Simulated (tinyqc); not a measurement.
RHF in the sto-6g basis, for H2O, spin multiplicity 1, step by step. Computed by tinyqc, a small Python program that keeps every step (integrals from PySCF). Settings: charge = 0, multiplicity = 1, basis = sto-6g, energy threshold = 1e-08, iteration cap = 81, orthogonalisation = canonical, start = Wolfsberg-Helmholz matrix, DIIS depth = 0, method = RHF. Command: `OMP_NUM_THREADS=1 python tinyqc.py 24946 24947 out.jsonl` (the two numbers bound the seeds that draw the settings). One thread of a shared host (Intel(R) Xeon(R) Processor @ 2.60GHz), about 0.1 s of CPU time with the checks. Later iterations appear only in the table of the cycle.

## One-electron integrals

Geometry (angstrom):
```
atom        x         y        z
O     0.00000   0.00000  0.00000
H     0.00000   0.93400  0.57600
H     0.00000  -0.93400  0.57600
```

Basis sto-6g: exponents (1/bohr^2) and contraction coefficients of normalised primitives:
```
element  l (shell)    exponent  coefficient
O            s (1)  1355.58423      0.00916
O            s (1)   248.54489      0.04936
O            s (1)    69.53390      0.16854
O            s (1)    23.88677      0.37056
O            s (1)     9.27593      0.41649
O            s (1)     3.82034      0.13033
O            s (2)    52.18776     -0.01325
O            s (2)    10.32932     -0.04699
O            s (2)     3.21034     -0.03379
O            s (2)     1.23514      0.25024
O            s (2)     0.53642      0.59512
O            s (2)     0.24588      0.24071
O            p (3)    52.18776      0.00376
O            p (3)    10.32932      0.03768
O            p (3)     3.21034      0.17390
O            p (3)     1.23514      0.41804
O            p (3)     0.53642      0.42586
O            p (3)     0.24588      0.10171
H            s (1)    35.52322      0.00916
H            s (1)     6.51314      0.04936
H            s (1)     1.82214      0.16854
H            s (1)     0.62596      0.37056
H            s (1)     0.24308      0.41649
H            s (1)     0.10011      0.13033
```

Overlap, kinetic and nuclear-attraction integrals over the contracted functions; the nuclear repulsion is the sum of Za Zb / Rab.

nuclear repulsion = 7.9991406 hartree

overlap S, lower triangle:
```
          1O 1s    1O 2s   1O 2px    1O 2py   1O 2pz    2H 1s    3H 1s
1O 1s   1.00000
1O 2s   0.23114  1.00000
1O 2px  0.00000  0.00000  1.00000
1O 2py  0.00000  0.00000  0.00000   1.00000
1O 2pz  0.00000  0.00000  0.00000   0.00000  1.00000
2H 1s   0.04015  0.38993  0.00000   0.29033  0.17905  1.00000
3H 1s   0.04015  0.38993  0.00000  -0.29033  0.17905  0.14775  1.00000
```

kinetic energy T (hartree), lower triangle:
```
           1O 1s    1O 2s   1O 2px    1O 2py   1O 2pz     2H 1s    3H 1s
1O 1s   29.32720
1O 2s   -0.89602  0.84262
1O 2px   0.00000  0.00000  2.53131
1O 2py   0.00000  0.00000  0.00000   2.53131
1O 2pz   0.00000  0.00000  0.00000   0.00000  2.53131
2H 1s   -0.00580  0.07045  0.00000   0.15927  0.09822   0.76852
3H 1s   -0.00580  0.07045  0.00000  -0.15927  0.09822  -0.00973  0.76852
```

nuclear attraction V (hartree), lower triangle:
```
            1O 1s     1O 2s    1O 2px     1O 2py    1O 2pz     2H 1s     3H 1s
1O 1s   -62.22280
1O 2s    -6.37422  -9.95939
1O 2px    0.00000   0.00000  -9.89840
1O 2py    0.00000   0.00000   0.00000  -10.03008
1O 2pz   -0.01312  -0.15155   0.00000    0.00000  -9.94848
2H 1s    -1.26563  -2.98525   0.00000   -1.97210  -1.25301  -5.30005
3H 1s    -1.26563  -2.98525   0.00000    1.97210  -1.25301  -0.88768  -5.30005
```

core Hamiltonian H = T + V (hartree), lower triangle:
```
            1O 1s     1O 2s    1O 2px    1O 2py    1O 2pz     2H 1s     3H 1s
1O 1s   -32.89560
1O 2s    -7.27024  -9.11677
1O 2px    0.00000   0.00000  -7.36709
1O 2py    0.00000   0.00000   0.00000  -7.49877
1O 2pz   -0.01312  -0.15155   0.00000   0.00000  -7.41717
2H 1s    -1.27143  -2.91480   0.00000  -1.81284  -1.15479  -4.53153
3H 1s    -1.27143  -2.91480   0.00000   1.81284  -1.15479  -0.89742  -4.53153
```

## Two-electron integrals

Functions are numbered as in S; the eight-fold symmetry (ij|kl) = (ji|kl) = (kl|ij) leaves the list below.

Two-electron integrals (ij|kl) in chemists' order, unique and non-zero (hartree):
```
(11|11) 4.78749    (21|11) 0.67588    (21|21) 0.12150    (22|11) 1.11738
(22|21) 0.24921    (22|22) 0.81738    (31|31) 0.02576    (32|31) 0.03914
(32|32) 0.18066    (33|11) 1.11738    (33|21) 0.24921    (33|22) 0.81738
(33|33) 0.88066    (41|41) 0.02576    (42|41) 0.03914    (42|42) 0.18066
(43|43) 0.04746    (44|11) 1.11738    (44|21) 0.24921    (44|22) 0.81738
(44|33) 0.78574    (44|44) 0.88066    (51|51) 0.02576    (52|51) 0.03914
(52|52) 0.18066    (53|53) 0.04746    (54|54) 0.04746    (55|11) 1.11738
(55|21) 0.24921    (55|22) 0.81738    (55|33) 0.78574    (55|44) 0.78574
(55|55) 0.88066    (61|11) 0.12504    (61|21) 0.02155    (61|22) 0.04327
(61|33) 0.04317    (61|41) 0.00090    (61|42) 0.00176    (61|44) 0.04337
(61|51) 0.00055    (61|52) 0.00109    (61|54) 0.00012    (61|55) 0.04325
(61|61) 0.00390    (62|11) 0.31539    (62|21) 0.07138    (62|22) 0.26067
(62|33) 0.25626    (62|41) 0.00488    (62|42) 0.03660    (62|44) 0.26584
(62|51) 0.00301    (62|52) 0.02257    (62|54) 0.00590    (62|55) 0.25990
(62|61) 0.01274    (62|62) 0.10518    (63|31) 0.00778    (63|32) 0.04429
(63|43) 0.00748    (63|53) 0.00461    (63|63) 0.01455    (64|11) 0.19851
(64|21) 0.04555    (64|22) 0.17738    (64|33) 0.16949    (64|41) 0.01047
(64|42) 0.06756    (64|44) 0.19076    (64|51) 0.00166    (64|52) 0.01435
(64|54) 0.00850    (64|55) 0.17189    (64|61) 0.00849    (64|62) 0.08700
(64|64) 0.08566    (65|11) 0.12242    (65|21) 0.02809    (65|22) 0.10939
(65|33) 0.10453    (65|41) 0.00166    (65|42) 0.01435    (65|44) 0.10841
(65|51) 0.00880    (65|52) 0.05314    (65|54) 0.00988    (65|55) 0.11523
(65|61) 0.00523    (65|62) 0.05365    (65|64) 0.04385    (65|65) 0.04159
(66|11) 0.47179    (66|21) 0.10877    (66|22) 0.45541    (66|33) 0.43763
(66|41) 0.00927    (66|42) 0.09620    (66|44) 0.47628    (66|51) 0.00572
(66|52) 0.05933    (66|54) 0.02383    (66|55) 0.45233    (66|61) 0.01959
(66|62) 0.23739    (66|64) 0.22389    (66|65) 0.13807    (66|66) 0.77500
(71|11) 0.12504    (71|21) 0.02155    (71|22) 0.04327    (71|33) 0.04317
(71|41) -0.00090   (71|42) -0.00176   (71|44) 0.04337    (71|51) 0.00055
(71|52) 0.00109    (71|54) -0.00012   (71|55) 0.04325    (71|61) 0.00383
(71|62) 0.01225    (71|64) 0.00747    (71|65) 0.00503    (71|66) 0.01859
(71|71) 0.00390    (72|11) 0.31539    (72|21) 0.07138    (72|22) 0.26067
(72|33) 0.25626    (72|41) -0.00488   (72|42) -0.03660   (72|44) 0.26584
(72|51) 0.00301    (72|52) 0.02257    (72|54) -0.00590   (72|55) 0.25990
(72|61) 0.01225    (72|62) 0.08163    (72|64) 0.04723    (72|65) 0.04038
(72|66) 0.14647    (72|71) 0.01274    (72|72) 0.10518    (73|31) 0.00778
(73|32) 0.04429    (73|43) -0.00748   (73|53) 0.00461    (73|63) 0.01081
(73|73) 0.01455    (74|11) -0.19851   (74|21) -0.04555   (74|22) -0.17738
(74|33) -0.16949   (74|41) 0.01047    (74|42) 0.06756    (74|44) -0.19076
(74|51) -0.00166   (74|52) -0.01435   (74|54) 0.00850    (74|55) -0.17189
(74|61) -0.00747   (74|62) -0.04723   (74|64) -0.01721   (74|65) -0.02290
(74|66) -0.07777   (74|71) -0.00849   (74|72) -0.08700   (74|74) 0.08566
(75|11) 0.12242    (75|21) 0.02809    (75|22) 0.10939    (75|33) 0.10453
(75|41) -0.00166   (75|42) -0.01435   (75|44) 0.10841    (75|51) 0.00880
(75|52) 0.05314    (75|54) -0.00988   (75|55) 0.11523    (75|61) 0.00503
(75|62) 0.04038    (75|64) 0.02290    (75|65) 0.03044    (75|66) 0.07865
(75|71) 0.00523    (75|72) 0.05365    (75|74) -0.04385   (75|75) 0.04159
(76|11) 0.08964    (76|21) 0.02047    (76|22) 0.08030    (76|33) 0.07869
(76|44) 0.08050    (76|51) 0.00140    (76|52) 0.01222    (76|55) 0.08172
(76|61) 0.00360    (76|62) 0.03118    (76|64) 0.02248    (76|65) 0.01792
(76|66) 0.07123    (76|71) 0.00360    (76|72) 0.03118    (76|74) -0.02248
(76|75) 0.01792    (76|76) 0.01140    (77|11) 0.47179    (77|21) 0.10877
(77|22) 0.45541    (77|33) 0.43763    (77|41) -0.00927   (77|42) -0.09620
(77|44) 0.47628    (77|51) 0.00572    (77|52) 0.05933    (77|54) -0.02383
(77|55) 0.45233    (77|61) 0.01859    (77|62) 0.14647    (77|64) 0.07777
(77|65) 0.07865    (77|66) 0.28171    (77|71) 0.01959    (77|72) 0.23739
(77|74) -0.22389   (77|75) 0.13807    (77|76) 0.07123    (77|77) 0.77500
```

## Orthogonalisation

S = U s U^T; canonical form X = U s^(-1/2), so that X^T S X = 1. Each column of U has its largest component positive (the first on a tie).

eigenvalues of S: 0.43519  0.50893  0.89882  1.00000  1.08191  1.34331  1.73184

X:
```
               1         2         3        4         5         6        7
1O 1s   -0.33819   0.00000   0.73897  0.00000  -0.60625   0.00000  0.18885
1O 2s    1.05769   0.00000  -0.25905  0.00000  -0.26750   0.00000  0.46559
1O 2px   0.00000   0.00000   0.00000  1.00000   0.00000   0.00000  0.00000
1O 2py   0.00000   0.89915   0.00000  0.00000   0.00000   0.66191  0.00000
1O 2pz   0.42213   0.00000   0.65622  0.00000   0.66275   0.00000  0.18640
2H 1s   -0.66580  -0.76040  -0.18542  0.00000   0.15159   0.39134  0.38094
3H 1s   -0.66580   0.76040  -0.18542  0.00000   0.15159  -0.39134  0.38094
```

## Starting guess

The start is the generalised Wolfsberg-Helmholz matrix (K = 1.75) built on H; D = 2 C_occ C_occ^T.

D at the start, lower triangle:
```
           1O 1s     1O 2s   1O 2px    1O 2py   1O 2pz    2H 1s    3H 1s
1O 1s    2.06588
1O 2s   -0.27666   1.26620
1O 2px   0.00000   0.00000  2.00000
1O 2py   0.00000   0.00000  0.00000   1.46909
1O 2pz   0.08219  -0.31379  0.00000   0.00000  1.88605
2H 1s   -0.13114   0.36134  0.00000   0.34099  0.10829  0.20535
3H 1s   -0.13114   0.36134  0.00000  -0.34099  0.10829  0.04705  0.20535
```

## Iteration 1: building the Fock matrix

J_ij = sum D_kl (ij|kl), K_ij = sum D_kl (ik|jl); F = H + J - 0.5 K; E = tr D H + tr D J / 2 - 0.25 tr D K + E_nn.

Coulomb J (hartree), lower triangle:
```
           1O 1s     1O 2s   1O 2px    1O 2py   1O 2pz    2H 1s    3H 1s
1O 1s   17.83118
1O 2s    3.19194   8.42062
1O 2px   0.00000   0.00000  8.41438
1O 2py   0.00000   0.00000  0.00000   8.42445
1O 2pz  -0.00771  -0.00678  0.00000   0.00000  8.42302
2H 1s    0.56953   2.64381  0.00000   1.78567  1.10221  4.62665
3H 1s    0.56953   2.64381  0.00000  -1.78567  1.10221  0.80982  4.62665
```

exchange K (hartree), lower triangle:
```
          1O 1s     1O 2s   1O 2px    1O 2py   1O 2pz    2H 1s    3H 1s
1O 1s   9.77718
1O 2s   1.58500   2.56547
1O 2px  0.00000   0.00000  2.26002
1O 2py  0.00000   0.00000  0.00000   2.12812
1O 2pz  0.00742  -0.09482  0.00000   0.00000  2.24146
2H 1s   0.29565   0.96057  0.00000   0.61542  0.34872  0.86208
3H 1s   0.29565   0.96057  0.00000  -0.61542  0.34872  0.28255  0.86208
```

Fock matrix F (hartree), lower triangle:
```
            1O 1s     1O 2s    1O 2px    1O 2py    1O 2pz     2H 1s     3H 1s
1O 1s   -19.95301
1O 2s    -4.87080  -1.97889
1O 2px    0.00000   0.00000  -0.08271
1O 2py    0.00000   0.00000   0.00000  -0.13838
1O 2pz   -0.02454  -0.11092   0.00000   0.00000  -0.11488
2H 1s    -0.84972  -0.75128   0.00000  -0.33487  -0.22694  -0.33592
3H 1s    -0.84972  -0.75128   0.00000   0.33487  -0.22694  -0.22887  -0.33592
```

total energy of this density = -75.2486982 hartree

## Iteration 1: diagonalisation and new density

Diagonalise F' = X^T F X, C = X C', fill 5 alpha and 5 beta electrons from the bottom; D = 2 C_occ C_occ^T. Each column has its largest component positive (the first on a tie).

F' = X^T F X (hartree), lower triangle:
```
          1        2         3         4         5         6         7
1  -0.01847
2   0.00000  0.68015
3   2.05549  0.00000  -8.80633
4   0.00000  0.00000   0.00000  -0.08271
5  -1.75604  0.00000   8.63135   0.00000  -8.72915
6   0.00000  0.08278   0.00000   0.00000   0.00000  -0.44039
7   0.60357  0.00000  -4.19133   0.00000   4.30687   0.00000  -3.02805
```

orbital energies (hartree): MO1 -19.95715, MO2 -0.96493, MO3 -0.44647, MO4 -0.16244, MO5 -0.08271, MO6 0.50252, MO7 0.68624

coefficients C:
```
             MO1       MO2       MO3       MO4      MO5       MO6       MO7
1O 1s    0.99622  -0.20909   0.00000   0.09787  0.00000  -0.13373   0.00000
1O 2s    0.01713   0.77207   0.00000  -0.48511  0.00000   0.80152   0.00000
1O 2px   0.00000   0.00000   0.00000   0.00000  1.00000   0.00000   0.00000
1O 2py   0.00000   0.00000   0.59424   0.00000  0.00000   0.00000   0.94524
1O 2pz   0.00255   0.12447   0.00000   0.83037  0.00000   0.61466   0.00000
2H 1s   -0.00361   0.23351   0.44602   0.22970  0.00000  -0.73380  -0.72968
3H 1s   -0.00361   0.23351  -0.44602   0.22970  0.00000  -0.73380   0.72968
```

D after iteration 1, lower triangle:
```
           1O 1s     1O 2s   1O 2px    1O 2py   1O 2pz     2H 1s    3H 1s
1O 1s    2.09152
1O 2s   -0.38369   1.66343
1O 2px   0.00000   0.00000  2.00000
1O 2py   0.00000   0.00000  0.00000   0.70625
1O 2pz   0.11556  -0.61335  0.00000   0.00000  1.41002
2H 1s   -0.05989   0.13759  0.00000   0.53008  0.43958   0.61246
3H 1s   -0.05989   0.13759  0.00000  -0.53008  0.43958  -0.18326  0.61246
```

## Iteration 2: building the Fock matrix

As before.

Coulomb J (hartree), lower triangle:
```
           1O 1s     1O 2s   1O 2px    1O 2py   1O 2pz    2H 1s    3H 1s
1O 1s   17.27742
1O 2s    3.06658   8.09995
1O 2px   0.00000   0.00000  8.11069
1O 2py   0.00000   0.00000  0.00000   8.09169
1O 2pz  -0.01505  -0.00835  0.00000   0.00000  8.09747
2H 1s    0.54767   2.57525  0.00000   1.75343  1.08631  4.67128
3H 1s    0.54767   2.57525  0.00000  -1.75343  1.08631  0.79870  4.67128
```

exchange K (hartree), lower triangle:
```
          1O 1s     1O 2s   1O 2px    1O 2py   1O 2pz    2H 1s    3H 1s
1O 1s   9.79079
1O 2s   1.52691   2.50877
1O 2px  0.00000   0.00000  2.24648
1O 2py  0.00000   0.00000  0.00000   1.67350
1O 2pz  0.00076  -0.19863  0.00000   0.00000  1.98505
2H 1s   0.29184   0.93531  0.00000   0.64720  0.41860  1.13428
3H 1s   0.29184   0.93531  0.00000  -0.64720  0.41860  0.24447  1.13428
```

Fock matrix F (hartree), lower triangle:
```
            1O 1s     1O 2s    1O 2px    1O 2py    1O 2pz     2H 1s     3H 1s
1O 1s   -20.51358
1O 2s    -4.96711  -2.27121
1O 2px    0.00000   0.00000  -0.37964
1O 2py    0.00000   0.00000   0.00000  -0.24383
1O 2pz   -0.02855  -0.06058   0.00000   0.00000  -0.31222
2H 1s    -0.86969  -0.80720   0.00000  -0.38300  -0.27777  -0.42739
3H 1s    -0.86969  -0.80720   0.00000   0.38300  -0.27777  -0.22095  -0.42739
```

total energy of this density = -75.6223511 hartree

## Iteration 2: diagonalisation and new density

As before.

F' = X^T F X (hartree), lower triangle:
```
          1        2         3         4         5         6         7
1  -0.20716
2   0.00000  0.61161
3   2.21790  0.00000  -9.18198
4   0.00000  0.00000   0.00000  -0.37964
5  -1.75561  0.00000   8.75942   0.00000  -9.09650
6   0.00000  0.09375   0.00000   0.00000   0.00000  -0.56691
7   0.53398  0.00000  -4.27421   0.00000   4.40149   0.00000  -3.21085
```

orbital energies (hartree): MO1 -20.51667, MO2 -1.19082, MO3 -0.57432, MO4 -0.42302, MO5 -0.37964, MO6 0.43403, MO7 0.61902

coefficients C:
```
             MO1       MO2       MO3       MO4      MO5       MO6       MO7
1O 1s    0.99678  -0.22411   0.00000   0.07996  0.00000   0.11599   0.00000
1O 2s    0.01462   0.86526   0.00000  -0.43358  0.00000  -0.73299   0.00000
1O 2px   0.00000   0.00000   0.00000   0.00000  1.00000   0.00000   0.00000
1O 2py   0.00000   0.00000   0.58899   0.00000  0.00000   0.00000   0.94852
1O 2pz   0.00245   0.07640   0.00000   0.81330  0.00000  -0.64460   0.00000
2H 1s   -0.00296   0.16342   0.45005   0.28237  0.00000   0.73438  -0.72719
3H 1s   -0.00296   0.16342  -0.45005   0.28237  0.00000   0.73438   0.72719
```

D after iteration 2, lower triangle:
```
           1O 1s     1O 2s   1O 2px    1O 2py   1O 2pz     2H 1s    3H 1s
1O 1s    2.10038
1O 2s   -0.42802   1.87375
1O 2px   0.00000   0.00000  2.00000
1O 2py   0.00000   0.00000  0.00000   0.69382
1O 2pz   0.10070  -0.57299  0.00000   0.00000  1.33461
2H 1s   -0.03399   0.03786  0.00000   0.53016  0.48426   0.61800
3H 1s   -0.03399   0.03786  0.00000  -0.53016  0.48426  -0.19220  0.61800
```

## Iteration 13 (converged): orbitals

converged F (hartree), lower triangle:
```
            1O 1s     1O 2s    1O 2px    1O 2py    1O 2pz     2H 1s     3H 1s
1O 1s   -20.50058
1O 2s    -4.96082  -2.29576
1O 2px    0.00000   0.00000  -0.38198
1O 2py    0.00000   0.00000   0.00000  -0.24135
1O 2pz   -0.02481  -0.06591   0.00000   0.00000  -0.27632
2H 1s    -0.86897  -0.79518   0.00000  -0.37857  -0.28665  -0.41463
3H 1s    -0.86897  -0.79518   0.00000   0.37857  -0.28665  -0.21507  -0.41463
```

As before.

F' = X^T F X (hartree), lower triangle:
```
          1        2         3         4         5         6         7
1  -0.24379
2   0.00000  0.60945
3   2.24659  0.00000  -9.15052
4   0.00000  0.00000   0.00000  -0.38198
5  -1.73276  0.00000   8.76939   0.00000  -9.08170
6   0.00000  0.08979   0.00000   0.00000   0.00000  -0.55912
7   0.51388  0.00000  -4.27413   0.00000   4.40020   0.00000  -3.20239
```

orbital energies (hartree): MO1 -20.50357, MO2 -1.20535, MO3 -0.56598, MO4 -0.41245, MO5 -0.38198, MO6 0.44297, MO7 0.61631

coefficients C:
```
             MO1       MO2       MO3       MO4      MO5       MO6       MO7
1O 1s    0.99682  -0.22770   0.00000   0.08140  0.00000   0.10729   0.00000
1O 2s    0.01441   0.88797   0.00000  -0.45096  0.00000  -0.69433   0.00000
1O 2px   0.00000   0.00000   0.00000   0.00000  1.00000   0.00000   0.00000
1O 2py   0.00000   0.00000   0.59150   0.00000  0.00000   0.00000   0.94696
1O 2pz   0.00223   0.07865   0.00000   0.78580  0.00000  -0.67759   0.00000
2H 1s   -0.00287   0.14258   0.44813   0.31643  0.00000   0.72478  -0.72838
3H 1s   -0.00287   0.14258  -0.44813   0.31643  0.00000   0.72478   0.72838
```

D after iteration 13, lower triangle:
```
           1O 1s     1O 2s   1O 2px    1O 2py   1O 2pz     2H 1s    3H 1s
1O 1s    2.10427
1O 2s   -0.44908   1.98411
1O 2px   0.00000   0.00000  2.00000
1O 2py   0.00000   0.00000  0.00000   0.69974
1O 2pz   0.09656  -0.56898  0.00000   0.00000  1.24735
2H 1s   -0.01914  -0.03226  0.00000   0.53014  0.51971   0.64256
3H 1s   -0.01914  -0.03226  0.00000  -0.53014  0.51971  -0.16071  0.64256
```

## Convergence

Stop when the energy changes by less than 1e-08 hartree and every element of the error matrix X^T (F D S - S D F) X is below 3e-05.

Course of the cycle:
```
iteration  E (hartree)     change  largest element of the error matrix
1          -75.2486982          -                             6.65e-01
2          -75.6223511  -3.74e-01                             1.60e-01
3          -75.6421998  -1.98e-02                             4.92e-02
4          -75.6445995  -2.40e-03                             1.85e-02
5          -75.6449788  -3.79e-04                             7.27e-03
6          -75.6450561  -7.73e-05                             3.10e-03
7          -75.6450737  -1.76e-05                             1.39e-03
8          -75.6450779  -4.19e-06                             6.51e-04
9          -75.6450789  -1.01e-06                             3.11e-04
10         -75.6450792  -2.44e-07                             1.53e-04
11         -75.6450793  -5.90e-08                             7.59e-05
12         -75.6450793  -1.43e-08                             3.74e-05
13         -75.6450793  -3.45e-09                             1.84e-05
```

PySCF RHF in the same basis = -75.6450793 hartree

Converged in 13 iterations.

## Populations, bond orders and dipole

Mulliken: Z minus the diagonal of D S on the atom; Loewdin: the same with S^(1/2) D S^(1/2); Mayer order: 2 sum_s sum (D(s) S)_ij (D(s) S)_ji over the two atoms.

Charges (e):
```
atom  Mulliken   Loewdin
1O    -0.29512  -0.21969
2H     0.14756   0.10985
3H     0.14756   0.10985
```

Mayer bond orders:
```
pair    order
2-1   0.95863
3-1   0.95863
3-2   0.01959
```

dipole moment about the origin, x y z (debye): 0.00000  0.00000  1.50933
